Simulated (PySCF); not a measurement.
Species: C5H8O.
SMILES with atom numbers: `[CH2:1]=[CH:2]/[CH:3]=[CH:4]/[O:5][CH3:6]` (hydrogens: H7, H8 on C1; H9 on C2; H10 on C3; H11 on C4; H12, H13, H14 on C6)

Method: PBE0-D3(BJ)/def2-SVP geometry optimisation, gas phase (PySCF); density fitting, grid level 2; the optimiser is geomeTRIC in internal coordinates, started from a GFN2-xTB structure.

Step 0: E = -7347.2240 eV
```
atom  x, y, z in Å  |  force x, y, z in eV/Å
C1     -1.9763    0.9299   -1.8350   -0.187   0.049  -0.142
C2     -1.6701    0.6522   -0.5712    0.385  -0.094   0.211
C3     -0.3326    0.3724   -0.1090   -0.123   0.053  -0.188
C4     -0.0650    0.1026    1.1720    0.881  -0.249   0.657
O5      1.1255   -0.1755    1.7474   -0.356   0.127  -0.398
C6      2.2643   -0.1935    0.9191   -0.440  -0.004   0.366
H7     -2.9862    1.1342   -2.1451   -0.593   0.110  -0.128
H8     -1.2227    0.9612   -2.6048    0.467   0.009  -0.409
H9     -2.4472    0.6264    0.1816   -0.443   0.009   0.313
H10     0.4470    0.3937   -0.8560    0.436  -0.013  -0.292
H11    -0.8467    0.0829    1.9202   -0.354  -0.003   0.294
H12     3.1058   -0.4295    1.5682    0.276  -0.062   0.122
H13     2.1760   -0.9589    0.1416   -0.009  -0.202  -0.245
H14     2.4275    0.7813    0.4488    0.060   0.270  -0.161
```

Problem. Estimate the geometry and energy of step 1. (The exact step hangs on the optimiser's Hessian estimate; all steps are aligned on step 0, rigid shifts and turns removed.)

Solution. E = -7347.2678 eV, largest force 0.152 eV/Å
```
atom  x, y, z in Å  |  force x, y, z in eV/Å
C1     -1.9855    0.9323   -1.8467    0.014   0.012  -0.081
C2     -1.6570    0.6520   -0.5771   -0.099   0.002   0.069
C3     -0.3178    0.3697   -0.1051    0.101  -0.008  -0.039
C4     -0.0557    0.0974    1.1894   -0.150   0.024   0.008
O5      1.1233   -0.1760    1.7524    0.058  -0.015   0.030
C6      2.2543   -0.1928    0.9263    0.097  -0.005  -0.054
H7     -3.0176    1.1376   -2.1406    0.021  -0.007   0.021
H8     -1.2254    0.9648   -2.6351   -0.032   0.002   0.017
H9     -2.4535    0.6306    0.1798    0.040   0.000  -0.030
H10     0.4876    0.3856   -0.8464   -0.023  -0.001   0.028
H11    -0.8580    0.0803    1.9364    0.042  -0.003  -0.025
H12     3.1158   -0.4326    1.5633   -0.030   0.005  -0.003
H13     2.1668   -0.9590    0.1338   -0.015   0.030   0.034
H14     2.4220    0.7896    0.4472   -0.025  -0.034   0.023
```

The energy changes by -0.0438 eV. The first-order estimate −F·Δx gives -0.0933 eV and the mean of the old and new forces, exact on a quadratic surface, -0.0439 eV. The step makes an angle of 53° with the force vector and moves no atom by more than 0.043 Å.

What follows is the cost of the whole optimisation. On an Arm Neoverse V1 with one thread, shared host with 64 logical CPUs at a one-minute load of 17, this took 27 s and 0.65 GiB of memory at its peak.
